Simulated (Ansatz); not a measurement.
# CHAl (triplet): wave-function methods side by side at scale of all distances = 1.000, 6-31G

How much of the correlation energy of CHAl (triplet) does each wave-function method recover here?

Program: Ansatz 0.2.0, Gaussian basis. Level of theory: 6-31G, core rule «outside noble gas», up to 6 orbitals frozen. These are calculated values, not measurements.

To be run: UHF; CCSD(T) on ROHF; CCSD(T) on UHF; BCCD(T) on ROHF; CISD; CCSDT(Q) on ROHF; CCSDT(Q) on UHF; CISDTQ; CCSDTQ on ROHF; CCSDTQ on UHF; CASSCF and MRCISD+Q, 4 electrons in 4 orbitals; CASSCF and NEVPT2, 4 electrons in 4 orbitals; CASSCF and MRCISD+Q, 8 electrons in 9 orbitals; CASSCF and NEVPT2, 8 electrons in 9 orbitals; Full CI.

17 further runs of the same task are left out: 17 that didn't finish.

**1. What is computed**

The geometry derives from a PBE0/def2-TZVP stationary point (not a proven minimum). All distances are scaled together.

3 atoms, charge 0, spin multiplicity 3.

Atoms are counted from 1 here; the program's logs count them from 0.

Bond lengths: Al1–C2 1.916 Å, Al1–H3 1.601 Å. Angles: C2–Al1–H3 180.0°.

**2. UHF**

File in.yaml:

```yaml
crystal:
  periodic: [false, false, false]
  atoms:
    - {symbol: Al, position_ang: [0.000000, 0.000000, 0.105100]}
    - {symbol: C, position_ang: [0.000000, 0.000000, -1.811100]}
    - {symbol: H, position_ang: [0.000000, 0.000000, 1.706000]}
basis:
  gaussian: {orbitals: 6-31G}
magnetization: {spin_polarized: true, initial_magnetization: 2}
hamiltonian: {xc: hf}
output: {orbitals: {seedname: orbitals}}
```

Started as:

```console
$ ansatz run in.yaml --threads 1 --pin off --events-out ev --progress --plain --max-ram 2393MiB
```

The runs that follow: CCSD(T) on ROHF; CCSD(T) on UHF; BCCD(T) on ROHF; CISD; CCSDT(Q) on ROHF; CCSDT(Q) on UHF; CISDTQ; CCSDTQ on ROHF; CCSDTQ on UHF; CASSCF and MRCISD+Q, 4 electrons in 4 orbitals; CASSCF and NEVPT2, 4 electrons in 4 orbitals; CASSCF and MRCISD+Q, 8 electrons in 9 orbitals; CASSCF and NEVPT2, 8 electrons in 9 orbitals; Full CI.

Before running them: what should the planned runs give, taken together? Wanted: FCI below the RHF energy; RMP2 from FCI; UMP2 from FCI; RCCSD from FCI; RCCSD(T) from FCI; UCCSD(T) from FCI; RCCSDT(Q) from FCI; UCCSDT(Q) from FCI; NEVPT2 pair from FCI.

As calculated:

| quantity | value |
| --- | --- |
| FCI below the RHF energy | -3.4251 eV |
| RMP2 from FCI | +20.39 kcal/mol |
| UMP2 from FCI | +23.18 kcal/mol |
| RCCSD from FCI | +5.05 kcal/mol |
| RCCSD(T) from FCI | +1.52 kcal/mol |
| UCCSD(T) from FCI | +1.58 kcal/mol |
| RCCSDT(Q) from FCI | +0.02 kcal/mol |
| UCCSDT(Q) from FCI | -0.12 kcal/mol |
| NEVPT2 pair from FCI | +23.40 kcal/mol |
| MRCISD+Q pair from FCI | +4.65 kcal/mol |
| NEVPT2 valence from FCI | +6.09 kcal/mol |
| levels within 1 kcal/mol (43 meV) | RCCSDT, UCCSDT, CISDTQ, RCCSDT(Q), UCCSDT(Q), RCCSDTQ, UCCSDTQ, MRCISD valence, MRCISD+Q valence |
| T1 diagnostic | 0.045 |
| effectively unpaired electrons | 2.12 |

What this shows: RCCSD(T) misses by +1.52 kcal/mol, 1.9 % of the correlation energy. UCCSDT(Q) falls below full CI: unrestricted runs freeze a spin-polarised core, another one than full CI's, and coupled cluster isn't variational. The occupations are near whole numbers, but T1 = 0.045 shows that the orbitals relax strongly. Of the multireference levels listed MRCISD+Q valence comes nearest in total energy (+0.31 kcal/mol), which doesn't show that its space is the better one. Coupled cluster took another determinant than the lowest Hartree-Fock one. These misses are within one basis, not against nature; the frozen cores of restricted and unrestricted runs differ, which can shift their rows.
